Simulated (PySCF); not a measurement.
Species: silicon monosulfide, SiS.
Numbering: `[Si-:1]#[S+:2]`

Geometry (PBE0-D3(BJ)/def2-SVP, Å), atoms numbered from 1 in this order:
```xyz
2
SiS angstrom
Si     0.973   -0.008   -0.003
S     -0.967    0.011   -0.025
```

Jobs on this species (2 atoms, 30 electrons) with PySCF (density fitting). Hardware of each: one thread, Intel Xeon Platinum 8259CL at 2.50 GHz (x86_64), no GPU (shared host). Other jobs ran on the host; a repeat could differ by tens of per cent or more. Peak memory is the resident size of the whole Python process, interpreter and libraries included.

| level and settings | work | basis functions | SCF cycles | wall time | peak memory |
| --- | --- | --- | --- | --- | --- |
| BHandHLYP/def2-SVPD | 10 singlets by full TDDFT, 4 Tamm–Dancoff triplets, polarisability, ΔSCF ions | 51 | ? | ? | ? |
| PBE0/def2-TZVP | 10 singlets by full TDDFT, 4 Tamm–Dancoff triplets, polarisability | 74 | ? | ? | ? |
| B3LYP/def2-SVPD | 10 singlets by full TDDFT, 4 Tamm–Dancoff triplets, polarisability, ΔSCF ions | 51 | 11 | 4.7 s | 0.25 GiB |
| PBE0/def2-SVPD | 10 singlets by full TDDFT, 4 Tamm–Dancoff triplets, polarisability, ΔSCF ions | 51 | 12 | 4.5 s | 0.26 GiB |
| PBE0-D3(BJ)/def2-SVP, grid level 1 | geometry optimisation from a GFN2-xTB start shaken at random | 36 | 26 | 1.9 s | 0.23 GiB |
| LC-wPBE/def2-SVPD | 10 singlets by full TDDFT, 4 Tamm–Dancoff triplets, polarisability, ΔSCF ions | 51 | 11 | 8.5 s | 0.26 GiB |
| CAM-B3LYP/def2-SVPD | 10 singlets by full TDDFT, 4 Tamm–Dancoff triplets, polarisability, ΔSCF ions | 51 | 10 | 5.6 s | 0.26 GiB |
| wB97X-D/def2-SVPD | 10 singlets by full TDDFT, 4 Tamm–Dancoff triplets, polarisability, ΔSCF ions | 51 | 11 | 5.2 s | 0.26 GiB |
| PBE/def2-SVPD | 10 singlets by full TDDFT, 4 Tamm–Dancoff triplets, polarisability, ΔSCF ions | 51 | 13 | 5.4 s | 0.24 GiB |

Fill in the missing figures.

- BHandHLYP/def2-SVPD; 10 singlets by full TDDFT, 4 Tamm–Dancoff triplets, polarisability, ΔSCF ions: 4.4 s, 0.26 GiB, 10 SCF cycles
- PBE0/def2-TZVP; 10 singlets by full TDDFT, 4 Tamm–Dancoff triplets, polarisability: 1.6 s, 0.28 GiB, 12 SCF cycles

What do all jobs in the table cost together?

About 42 s; the longest takes about 20 % of that, and about 5.3 times as long as the shortest.
